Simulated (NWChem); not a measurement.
# hydrogen peroxide (H₂O₂) in NWChem

```xyz
4

O     -0.2942     0.6453    -0.0547
O      0.2942    -0.6453    -0.0547
H      0.3673     1.1503     0.4376
H     -0.3673    -1.1503     0.4376
```
Charge 0, spin multiplicity 1.

Program: NWChem. All single points use one geometry, from PBE0/def2-SVP, a minimum by its harmonic frequencies. It is one conformer; others weren't searched.

Symmetry labels belong to the abelian group C2 used in the runs, with the axes of the coordinates shown.

B3LYP has NWChem's definition, with VWN1-RPA local correlation.

**Question.** List the lowest 4 singlet excitations that TD-B3LYP/def2-SVPD, VWN1-RPA local correlation gives, with oscillator strengths.

**Answer.** 
```
state  symmetry  energy (eV)  wavelength (nm)      f
-----  --------  -----------  ---------------  -----
1             a         6.15              201  0.006
2             b         6.74              184  0.003
3             b         7.51              165  0.018
4             a         7.89              157  0.011
```
